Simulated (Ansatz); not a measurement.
hcp Lu

Calculation: LDA (plane waves, PAW; Ansatz, an electronic-structure program).

Run with plane-wave cutoff 500 eV, 24×24×14 k mesh (along the axes of the cell as run), Fermi–Dirac smearing 0.1 eV, scalar-relativistic PAW data made under PBE.

Cell: relaxed at this level.

```yaml
equilibrium_volume_per_atom: 26.03 Å³/atom
equilibrium_lattice_constant_a: 3.381 Å
lattice_parameter_c: 5.259 Å
```

Measured, for comparison: equilibrium volume per atom 29.52 Å³/atom (room temperature, no zero-point or thermal correction; as tabulated in Söderlind et al. (2014), doi:10.1088/0953-8984/26/41/416001); lattice constant a 3.505 Å (293 K, no zero-point or thermal correction; as tabulated in Wikipedia's data pages); lattice parameter c 5.549 Å (293 K, no zero-point or thermal correction, our sources range from 5.549 to 5.563; as tabulated in Wikipedia's data pages). Computed (rounded) less measured: equilibrium volume per atom -11.8 %, lattice constant a -3.5 %, lattice parameter c -5.2 % (-5.2 % to -5.5 % over the range).

Spin–orbit coupling is not included.
